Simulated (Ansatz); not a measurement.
## Lattice constant a of some tetrahedrally bonded semiconductors and semimetals

Method: LDA (plane waves, PAW; Ansatz, an electronic-structure program). References are measured values corrected to a static lattice or taken at low temperature (these still hold zero-point motion). The table is a random draw of 14 from 17 solids with such references.

Values in Å.

| solid | reference | LDA | error (%) |
|---|---|---|---|
| wurtzite ZnO | 3.248 | 3.187 | -1.88 |
| grey tin (α-Sn) | 6.477* | 6.472 | -0.08 |
| zinc-blende AlP | 5.451* | 5.434 | -0.31 |
| zinc-blende InP | 5.858* | 5.827 | -0.53 |
| zinc-blende InSb | 6.468* | 6.450 | -0.28 |
| diamond-structure Ge | 5.644* | 5.621 | -0.41 |
| zinc-blende GaAs | 5.64* | 5.603 | -0.66 |
| diamond | 3.553* (3.543–3.555) | 3.532 | -0.59 |
| diamond-structure Si | 5.421* | ? | ? |
| zinc-blende InAs | 6.047* | 6.026 | -0.35 |
| zinc-blende CuCl | 5.409¶ | 5.208 | -3.72 |
| cubic BN | 3.593* | 3.581 | -0.33 |
| zinc-blende GaP | 5.439* | 5.391 | -0.88 |
| 3C-SiC | 4.346* | 4.329 | -0.39 |

### Question
Estimate the withheld LDA value.

### Answer
The errors of the other rows run from -3.72 % to -0.08 %, with a median of -0.41 %; carried to the reference 5.421 it gives 5.399 Å. The run gives 5.402 Å (-0.35 %), +0.06 % from the estimate; the row was drawn at random, and such an estimate is rough. Over these 14 solids the mean error is -0.77 %, the mean absolute error 0.77 % (median 0.40 %), and the worst case zinc-blende CuCl at -3.72 %; the value is below the reference in 14 of 14 cases. Over all 17, from unrounded values, the mean error is -0.74 % and the mean absolute error 0.74 % (median 0.40 %).

A star marks references brought to a static lattice; the others are low-temperature values that still hold zero-point motion, which matters most for light elements.

Spin–orbit coupling is left out, also for the solids with elements from indium on (grey tin (α-Sn), zinc-blende InP, zinc-blende InSb, zinc-blende InAs); its size isn't shown.

¶ marks references of a special kind: zinc-blende CuCl, 5.409 Å (measured, low temperature, extrapolated to low temperature; as tabulated in arXiv:1206.3780).

Brackets give the range of the sources taken for a reference, where it is wide; it can hold other temperatures.

Differences are worked out from the printed values.

Caveats: the gap of the solid is closed in this run (zinc-blende InSb, diamond-structure Ge, zinc-blende InAs). Ansatz's density-functional and Hartree–Fock values are scalar-relativistic unless marked +SOC, with PAW data made under PBE.

Ansatz's runs of these crystals have no spin polarisation.

Not in this set, of the tetrahedrally bonded semiconductors and semimetals with a reference value in our tables and a result at some level: 22 for a reference at room or unstated temperature; 2 for a high-temperature or high-pressure phase; 1 for a cell known from the COD alone. These can be a level's best or worst cases. At least 6 more with a reference value are held back for tests. Solids without a released value at any level aren't counted. Layered and molecular crystals are counted apart. The metals Ce to Yb are counted apart.

References as tabulated in Mejia-Rodriguez and Trickey (2018), arXiv:1807.09216; arXiv:1206.3780; Goldzak et al. (2022), arXiv:2208.04865.
